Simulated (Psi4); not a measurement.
**HCl (hydrogen chloride) at HF/STO-3G**

What is the vertical electron affinity of HCl (hydrogen chloride) at HF/STO-3G? 

Program for the calculation: Psi4 1.11.

**1. The system as given**

HCl has 2 atoms, charge 0, and is taken as a singlet. As SMILES, `Cl`. The shape is that of a PBE0-D4/def2-TZVP optimisation.

Bond lengths: Cl1–H2 1.279 Å.

**2. A single-point energy at HF/STO-3G**

Contents of calc.dat:

```
memory 1600 MB

molecule geom {
  Cl     1.03179046    -0.33731611     0.53063510
  H     -1.03179046     0.33731611    -0.53063510
  units bohr
  symmetry c1
}

set {
  basis STO-3G
  puream true
  e_convergence 1e-09
  d_convergence 1e-08
  scf_type pk
}

energy_value, wavefunction = energy('hf', return_wfn=True)
print_variables()
```

Run with:

```bash
$ psi4 calc.dat calc.out -n 1
```

calc.out, shortened:

```text
[...]
  Running in c1 symmetry.
[...]
  Nuclear repulsion =    7.034776967508858
[...]
  Multiplicity = 1
[...]
  Nalpha       = 9
  Nbeta        = 9
[...]
    Number of basis functions: 10
[...]
   @RHF iter   1:  -455.11053406242468   -2.78718e-01   1.44781e-02 DIIS/ADIIS
[...]
   @RHF iter   6:  -455.13506218726525   -1.55183e-11   7.39332e-09 DIIS
[...]
    Orbital Energies [Eh]
    ---------------------
    Doubly Occupied:
       1A   -103.722146     2A    -10.403619     3A     -7.848453
       4A     -7.841785     5A     -7.841785     6A     -1.042658
       7A     -0.563623     8A     -0.422850     9A     -0.422850
[...]
  @RHF Final Energy:  -455.13506218726525
   => Energetics <=
    Nuclear Repulsion Energy =              7.0347769675088578
    One-Electron Energy =                -644.1201423212589816
    Two-Electron Energy =                 181.9503031664849004
    Total Energy =                       -455.1350621872652482
[...]
 Multipole Moments:
 ------------------------------------------------------------------------------------
     Multipole            Electronic (a.u.)      Nuclear  (a.u.)        Total (a.u.)
 ------------------------------------------------------------------------------------
 L = 1.  Multiply by 2.5417464519 to convert [e a0] to [Debye]
 Dipole X            :         -0.0000000           -0.0000000           -0.0000000
 Dipole Y            :         -0.0000000            0.0000000           -0.0000000
 Dipole Z            :          0.5145239           -1.1980385           -0.6835146
 Magnitude           :                                                    0.6835146
[...]
```

Run time: 2.5 s. Hardware: 1 thread of Intel Xeon Platinum 8488C (Sapphire Rapids), shared host; peak memory 0.18 GiB.

**3. The doublet anion: energy and gradient at UHF/STO-3G**

Contents of calc.inp:

```
memory 1600 MB

molecule {
  -1 2
  Cl     0.546000    -0.178500     0.280800
  H     -0.546000     0.178500    -0.280800
  symmetry c1
}

set basis STO-3G
set reference uhf
set puream true
set e_convergence 1e-09
set d_convergence 1e-08
set scf_type pk
set maxiter 200

energy_value, wavefunction = gradient('scf', return_wfn=True)
print_variables()
```

Run with:

```bash
$ psi4 calc.inp calc.out -n 1
```

calc.out, shortened:

```text
[...]
  Running in c1 symmetry.
[...]
  Nuclear repulsion =    7.034776949773979
[...]
  Multiplicity = 2
[...]
  Nalpha       = 10
  Nbeta        = 9
[...]
    Number of basis functions: 10
[...]
   @UHF iter   1:  -454.74385959473915    8.79566e-02   2.88888e-03 DIIS/ADIIS
[...]
   @UHF iter   6:  -454.74423818689809   -1.36424e-12   3.33572e-10 DIIS
[...]
   @S^2 Observed:                7.500000000E-01
[...]
    Orbital Energies [Eh]
    ---------------------
    Alpha Occupied:
       1A   -103.098811     2A     -9.821724     3A     -7.270608
       4A     -7.258260     5A     -7.258260     6A     -0.615701
       7A     -0.200469     8A     -0.002286     9A     -0.002286
      10A      0.383679
    Alpha Virtual:
    Beta Occupied:
       1A   -103.093742     2A     -9.814018     3A     -7.255126
       4A     -7.255126     5A     -7.250171     6A     -0.565610
       7A     -0.063899     8A      0.017305     9A      0.017305
[...]
  @UHF Final Energy:  -454.74423818689809
   => Energetics <=
    Nuclear Repulsion Energy =              7.0347769497739794
    One-Electron Energy =                -653.1502224210611303
    Two-Electron Energy =                 191.3712072843890155
    Total Energy =                       -454.7442381868980874
  UHF NO Occupations:
  HONO-2 :    8  A 2.0000000
  HONO-1 :    9  A 2.0000000
[...]
 Multipole Moments:
 ------------------------------------------------------------------------------------
     Multipole            Electronic (a.u.)      Nuclear  (a.u.)        Total (a.u.)
 ------------------------------------------------------------------------------------
 L = 1.  Multiply by 2.5417464519 to convert [e a0] to [Debye]
 Dipole X            :          0.0000000            0.0000000            0.0000000
 Dipole Y            :         -0.0000000           -0.0000000           -0.0000000
 Dipole Z            :          1.7183623           -1.1980385            0.5203238
 Magnitude           :                                                    0.5203238
[...]
  -Total Gradient:
     Atom            X                  Y                   Z
    ------   -----------------  -----------------  -----------------
       1        0.000000000000     0.000000000000    -0.406970294742
       2       -0.000000000000    -0.000000000000     0.406970294742
[...]
```

Wall time 2.7 s (1 thread of Intel Xeon Platinum 8488C (Sapphire Rapids), shared host); peak memory 0.18 GiB.

**4. Outcome**

Level: HF/STO-3G.

| quantity | value |
| --- | --- |
| singlet HCl: total energy | -455.13506 Eh |
| singlet HCl: dipole moment | 1.74 D |
| singlet HCl: HOMO energy | -11.51 eV |
| singlet HCl: LUMO energy | 10.92 eV |
| singlet HCl: HOMO–LUMO gap | 22.43 eV |
| doublet anion: total energy | -454.74424 Eh |
| doublet anion: HOMO energy (highest over α and β) | 10.44 eV |
| doublet anion: LUMO energy (lowest over α and β) | 27.21 eV |
| doublet anion: ⟨S²⟩ | 0.750 |
| doublet anion: largest force on an atom | 20.927 eV/Å |
| vertical electron affinity (to the doublet anion) | -10.635 eV |

What this shows: The anion lies 10.63 eV (1026 kJ/mol) above the neutral: the electron isn't bound at this level, and such a value depends on the basis. Without diffuse functions anions come out too high. Hartree–Fock misses the correlation that binds many anions. In a minimal basis such a difference can be off by several eV, whatever the method. The HOMO (doublet anion) lies at positive energy, 10.44 eV: the electron is unbound at this level or held by a compact basis; values depend on the basis.
